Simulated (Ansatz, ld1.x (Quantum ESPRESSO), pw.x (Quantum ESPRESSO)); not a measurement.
# pw.x on diamond Rb: one setting changed

Potential: norm-conserving Troullier–Martins (Kleinman–Bylander form), ld1.x (Quantum ESPRESSO) 7.5, LDA (PW92); core [Kr], reference 4d0 5s0.5 5p0.5; waves: 5p (bound): rc 4.36 bohr; 4d (bound, empty): rc 4.36 bohr; 5s (bound): rc 4.36 bohr; local part: the s channel; core correction: Bessel-smoothed model core inside 3.40 bohr.

The reference run (k-mesh 8³, cutoffs 50/200 Ry, Fermi–Dirac 0.01 Ry, mixing_beta 0.4, conv_thr 1e-9, no spin) gives -0.01 GPa at 119.317 Å³/atom, where all-electron LAPW gives -0.00 GPa. This run, with its own iteration cap, changes nspin = 2 with starting_magnetization to 0.2.

```
&control
  calculation='scf', prefix='x', pseudo_dir='./', outdir='./tmp', tstress=.true., disk_io='none'
/
&system
  ibrav=0, nat=2, ntyp=1, ecutwfc=50, ecutrho=200, nbnd=8,
  occupations='smearing', smearing='fd', degauss=0.01, nspin=2, starting_magnetization(1)=0.2
/
&electrons
  conv_thr=1e-09, mixing_beta=0.4, electron_maxstep=50
/
ATOMIC_SPECIES
Rb 1.0 Rb.UPF
CELL_PARAMETERS angstrom
  0.00000000 4.92304843 4.92304843
  4.92304843 0.00000000 4.92304843
  4.92304843 4.92304843 0.00000000
ATOMIC_POSITIONS crystal
Rb 0.0000 0.0000 0.0000
Rb 0.2500 0.2500 0.2500
K_POINTS automatic
8 8 8 0 0 0
```

```bash
pw.x < Rb.scf.in > Rb.scf.out
```

**Question.** How does the run end?

**Answer.** It converges in 7 iterations; the free energy moves by +0.0 meV/atom and the pressure by +0.00 GPa. The result is that of the reference run.

```
Message from routine setup:
     using ibrav=0 with symmetry is DISCOURAGED, use correct ibrav instead
     lattice parameter (alat)  =      13.1567  a.u.
     unit-cell volume          =    1610.3821 (a.u.)^3
     number of electrons       =         2.00
     number of Kohn-Sham states=            8
     kinetic-energy cutoff     =      50.0000  Ry
     charge density cutoff     =     200.0000  Ry
     scf convergence threshold =      1.0E-09
     Exchange-correlation= PW
     atomic species   magnetization
     number of k points=    29  Fermi-Dirac smearing, width (Ry)=  0.0100
     iteration #  1     ecut=    50.00 Ry     beta= 0.40
     total energy              =      -5.21573915 Ry
     estimated scf accuracy    <       0.00129874 Ry
     total magnetization       =     0.11 Bohr mag/cell
     absolute magnetization    =     0.11 Bohr mag/cell
     iteration #  2     ecut=    50.00 Ry     beta= 0.40
     total energy              =      -5.21618930 Ry
     estimated scf accuracy    <       0.00049693 Ry
     total magnetization       =     0.08 Bohr mag/cell
     absolute magnetization    =     0.08 Bohr mag/cell
     iteration #  3     ecut=    50.00 Ry     beta= 0.40
     total energy              =      -5.21631873 Ry
     estimated scf accuracy    <       0.00000066 Ry
     total magnetization       =     0.02 Bohr mag/cell
     absolute magnetization    =     0.02 Bohr mag/cell
     iteration #  4     ecut=    50.00 Ry     beta= 0.40
     c_bands:  1 eigenvalues not converged
     c_bands:  1 eigenvalues not converged
     c_bands:  1 eigenvalues not converged
     [... 1 repeated lines left out ...]
     total energy              =      -5.21633507 Ry
     estimated scf accuracy    <       0.00000030 Ry
     total magnetization       =     0.01 Bohr mag/cell
     absolute magnetization    =     0.01 Bohr mag/cell
     iteration #  5     ecut=    50.00 Ry     beta= 0.40
     [... 1 repeated lines left out ...]
     total energy              =      -5.21633599 Ry
     estimated scf accuracy    <       0.00000003 Ry
     total magnetization       =     0.00 Bohr mag/cell
     absolute magnetization    =     0.00 Bohr mag/cell
     iteration #  6     ecut=    50.00 Ry     beta= 0.40
     total energy              =      -5.21633602 Ry
     estimated scf accuracy    <       0.00000001 Ry
     total magnetization       =     0.00 Bohr mag/cell
     absolute magnetization    =     0.00 Bohr mag/cell
     iteration #  7     ecut=    50.00 Ry     beta= 0.40
     the Fermi energy is    -0.9657 ev
!    total energy              =      -5.21633602 Ry
     estimated scf accuracy    <          1.4E-10 Ry
     smearing contrib. (-TS)   =      -0.00698800 Ry
     The total energy is F=E-TS. E is the sum of the following terms:
     one-electron contribution =       0.43577651 Ry
     hartree contribution      =       0.00795721 Ry
     xc contribution           =      -5.07405620 Ry
     ewald contribution        =      -0.57902555 Ry
     total magnetization       =     0.00 Bohr mag/cell
     absolute magnetization    =     0.00 Bohr mag/cell
     convergence has been achieved in   7 iterations
          total   stress  (Ry/bohr**3)                   (kbar)     P=       -0.15
     Message from routine punch:
     Nothing written, as per user request (disk_io='none')
```

The run took about 62 s on one core of a shared host (Neoverse-V1, 32 threads, 247 GiB, load 8).
